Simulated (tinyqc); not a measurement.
Inside a calculation. Method: coupled-perturbed Hartree-Fock on RHF in the sto-3g basis, for H2O, spin multiplicity 1. One step of it, computed by the program tinyqc.

Problem. Iteration 8 (converged): orbitals. Diagonalise F' = X^T F X, C = X C', fill 5 alpha and 5 beta electrons from the bottom; D = 2 C_occ C_occ^T. Each column has its largest component positive (the first on a tie).

converged F (hartree):
```
,1O 1s,1O 2s,1O 2px,1O 2py,1O 2pz,2H 1s,3H 1s
1O 1s,-20.262373,-5.165075,0.000000,-0.000397,-0.025496,-0.874866,-0.830765
1O 2s,-5.165075,-2.415522,0.000000,-0.004031,-0.079045,-0.817752,-0.788103
1O 2px,0.000000,0.000000,-0.391948,0.000000,0.000000,0.000000,0.000000
1O 2py,-0.000397,-0.004031,0.000000,-0.234166,-0.004898,-0.348020,0.340889
1O 2pz,-0.025496,-0.079045,0.000000,-0.004898,-0.277180,-0.347801,-0.341698
2H 1s,-0.874866,-0.817752,0.000000,-0.348020,-0.347801,-0.432906,-0.278692
3H 1s,-0.830765,-0.788103,0.000000,0.340889,-0.341698,-0.278692,-0.412247
```

X:
```
,1,2,3,4,5,6,7
1O 1s,-0.342479,0.033201,0.731416,0.000000,0.620999,-0.003066,0.167944
1O 2s,1.029692,-0.076711,-0.312030,0.000000,0.329087,-0.004483,0.430768
1O 2px,0.000000,0.000000,0.000000,1.000000,0.000000,0.000000,0.000000
1O 2py,0.073601,0.830637,-0.001240,0.000000,-0.002721,0.707776,0.006588
1O 2pz,0.517421,-0.038543,0.664288,0.000000,-0.605877,-0.003912,0.221925
2H 1s,-0.722286,-0.728104,-0.173598,0.000000,-0.143392,0.370600,0.391002
3H 1s,-0.575410,0.828508,-0.178614,0.000000,-0.145887,-0.384381,0.380492
```

Give: F' = X^T F X; orbital energies; coefficients C; D after iteration 8.

Solution.

F' = X^T F X (hartree):
```
,1,2,3,4,5,6,7
1,-0.1789,0.0868,2.1433,0.0000,1.7155,0.0022,0.4317
2,0.0868,0.5498,-0.2446,0.0000,-0.2129,0.1115,-0.0648
3,2.1433,-0.2446,-8.4510,0.0000,-8.7732,0.0484,-3.7563
4,0.0000,0.0000,0.0000,-0.3919,0.0000,0.0000,0.0000
5,1.7155,-0.2129,-8.7732,0.0000,-9.9287,0.0561,-4.2812
6,0.0022,0.1115,0.0484,0.0000,0.0561,-0.5266,0.0226
7,0.4317,-0.0648,-3.7563,0.0000,-4.2812,0.0226,-2.8796
```

orbital energies (hartree): MO1 -20.2706, MO2 -1.2152, MO3 -0.5377, MO4 -0.4513, MO5 -0.3919, MO6 0.4879, MO7 0.5720

coefficients C:
```
,MO1,MO2,MO3,MO4,MO5,MO6,MO7
1O 1s,0.9944,-0.2389,0.0050,0.0966,0.0000,0.1081,-0.0136
1O 2s,0.0240,0.8851,-0.0262,-0.4926,0.0000,-0.6500,0.0868
1O 2px,0.0000,0.0000,0.0000,0.0000,1.0000,0.0000,0.0000
1O 2py,0.0001,0.0041,0.6201,-0.0189,0.0000,0.0974,0.8956
1O 2pz,0.0033,0.0898,0.0232,0.7267,0.0000,-0.7632,0.0881
2H 1s,-0.0046,0.1467,0.4618,0.3201,0.0000,0.6199,-0.8193
3H 1s,-0.0044,0.1397,-0.4461,0.3513,0.0000,0.7716,0.6526
```

D after iteration 8:
```
,1O 1s,1O 2s,1O 2px,1O 2py,1O 2pz,2H 1s,3H 1s
1O 1s,2.1107,-0.4705,0.0000,0.0008,0.1042,-0.0129,-0.0122
1O 2s,-0.4705,2.0547,0.0000,-0.0065,-0.5581,-0.0801,-0.0756
1O 2px,0.0000,0.0000,2.0000,0.0000,0.0000,0.0000,0.0000
1O 2py,0.0008,-0.0065,0.0000,0.7697,0.0020,0.5618,-0.5654
1O 2pz,0.1042,-0.5581,0.0000,0.0020,1.0733,0.5130,0.5148
2H 1s,-0.0129,-0.0801,0.0000,0.5618,0.5130,0.6745,-0.1461
3H 1s,-0.0122,-0.0756,0.0000,-0.5654,0.5148,-0.1461,0.6839
```
